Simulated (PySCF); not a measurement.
Bonds (- single, = double, # triple, : aromatic): C1=B2 1.384 Å, B2-O3 1.316 Å. C1 carries H4, H5; O3 carries H6. H4 is cis to O3; H5 is trans to O3.

[PySCF 2.14: NMR shieldings at PBE0/pcSseg-2/GIAO; structure optimised with PBE0-D3(BJ)/def2-TZVP; one computed conformer; non-relativistic; isolated molecule]

Chemical shifts δ = σref − σ; $^{13}$C and $^{1}$H vs TMS; $^{11}$B against BF3·OEt2; $^{17}$O vs H2O, all at this level.

```json
{"atoms": "B2", "nucleus": "$^{11}$B", "count": "1", "Hirshfeld charge": "0.23", "δ (ppm)": "?"}
{"atoms": "H5", "nucleus": "$^{1}$H", "count": "1", "Hirshfeld charge": "0.04", "δ (ppm)": "1.94"}
{"atoms": "C1", "nucleus": "$^{13}$C", "count": "1", "Hirshfeld charge": "-0.31", "δ (ppm)": "6.5"}
{"atoms": "O3", "nucleus": "$^{17}$O", "count": "1", "Hirshfeld charge": "-0.21", "δ (ppm)": "107.8"}
{"atoms": "H6", "nucleus": "$^{1}$H", "count": "1", "Hirshfeld charge": "0.21", "δ (ppm)": "?"}
{"atoms": "H4", "nucleus": "$^{1}$H", "count": "1", "Hirshfeld charge": "0.04", "δ (ppm)": "1.95"}
```

Task: Fill in the missing shifts.

Result: 
- H6: 5.17 ppm, hydrogen on an oxygen bonded to B; labile proton, position sensitive to the medium
- B2: 57.2 ppm, boron bonded to C, O

OH/NH shifts are gas-phase values; hydrogen bonding in solution moves them, usually downfield. A carbon bonded to boron is broadened by the quadrupolar boron nucleus and is often missing from a measured spectrum. Shifts are as computed. Against solution values, carbons near 30 ppm lie about +3 ppm off and those near 130 ppm about +9 ppm. Of 1211 compounds with measured shifts, 218 miss one by over three times the rms of a fit or turn the order of signals round; such compounds aren't used in these exercises. Experimental scales use liquid or dissolved standards, which lie at an offset from isolated H2O (liquid H2O: subtract about 36 ppm).
